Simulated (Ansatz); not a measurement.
# SiH₄O₂: small, medium and large basis sets

The task here is to estimate one member of a computed series from the others.

Program: Ansatz 0.2.0, Gaussian basis. Level of theory: one geometry, several basis sets. These are calculated values, not measurements.

The runs, in order: PBE0-D4/def2-SVP; ωB97M-V/def2-SVP; PBE0-D4/def2-QZVPP; ωB97M-V/def2-QZVPP; the functionals' def2-TZVPP values are taken from earlier runs.

1 further run of the same task is left out (it didn't finish).

### Structure used throughout

An earlier PBE0-D4 in a triple-zeta def2 set relaxation fixed the geometry.

SMILES `O[SiH2]O`, 7 atoms, charge 0, spin multiplicity 1.

Atoms are counted from 1 here; the program's logs count them from 0.

Bond lengths: O1–Si2 1.642 Å, O1–H4 0.958 Å, Si2–O3 1.642 Å, Si2–H5 1.481 Å, Si2–H6 1.481 Å, O3–H7 0.958 Å. Angles: Si2–O1–H4 117.7°, O1–Si2–O3 113.5°, O1–Si2–H5 111.5°, O1–Si2–H6 103.9°, O3–Si2–H5 103.8°, O3–Si2–H6 111.5°, H5–Si2–H6 112.9°, Si2–O3–H7 117.7°.

Set-up of the first run:

Input file in.yaml:

```yaml
crystal:
  periodic: [false, false, false]
  atoms:
    - {symbol: O, position_ang: [-1.411040, -0.128767, 0.264678]}
    - {symbol: Si, position_ang: [0.120176, 0.407969, 0.014363]}
    - {symbol: O, position_ang: [1.187966, -0.792714, -0.322380]}
    - {symbol: H, position_ang: [-1.873391, -0.520616, -0.477713]}
    - {symbol: H, position_ang: [0.197262, 1.293271, -1.170526]}
    - {symbol: H, position_ang: [0.464347, 1.101869, 1.276811]}
    - {symbol: H, position_ang: [1.375979, -1.429113, 0.369068]}
basis:
  gaussian: {orbitals: def2-SVP}
hamiltonian: {xc: pbe0, dispersion: d4}
output: {orbitals: {seedname: orbitals}}
```

Command:

```console
ansatz run in.yaml --threads 4 --pin off --events-out ev --progress --plain --max-ram 10444MiB
```

Among the steps run: PBE0-D4 in def2-SVP; ωB97M-V in def2-SVP; PBE0-D4 in def2-QZVPP; ωB97M-V in def2-QZVPP.

One table of the session follows, with a row left open; its other results are not shown here.

| functional | basis | HOMO (eV) | LUMO (eV) |
| --- | --- | --- | --- |
| PBE0-D4 | def2-SVP | -8.70 | 1.30 |
| PBE0-D4 | def2-TZVPP | -8.89 | 0.50 |
| PBE0-D4 | def2-QZVPP | -8.93 | 0.17 |
| ωB97M-V | def2-SVP | -10.97 | 3.04 |
| ωB97M-V | def2-TZVPP | ? | ? |
| ωB97M-V | def2-QZVPP | -11.24 | 1.46 |

Q: Estimate the row for ωB97M-V, def2-TZVPP from the others.

As computed: HOMO (eV): -11.20; LUMO (eV): 2.01. In the column «HOMO (eV)» it lies between ωB97M-V, def2-QZVPP (-11.24) and ωB97M-V, def2-SVP (-10.97).
